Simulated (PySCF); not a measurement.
**BC⁺ at PBE0**

Level: PBE0. basis B 6-31G(d,p), C 6-31G(d,p); no relativity; PySCF 2.14.

| Property | Result |
| --- | --- |
| state | ³Π (triplet), unpaired electrons σ ↑, π ↑, a second solution, started from another occupation |
| bond length | 167.7 pm |
| harmonic wavenumber | 740 cm⁻¹ |
| force constant | 1.85 mdyn/Å |
| rotational constant Be | 1.044 cm⁻¹ |
| anharmonicity ωexe | 20.6 cm⁻¹ |
| vibration–rotation constant αe | 0.0283 cm⁻¹ |
| energy of the minimum from ground-state B⁺ + C | -2.07 eV |
| bond order (Mayer) | 1.27 |
| dipole moment (positive dipole points towards C; it is taken about the centre of mass and depends on that origin) | -1.72 D |

For an ion De counts to the pair picked by the measured ionisation energies or electron affinities, which need not be the lowest pair at this level.
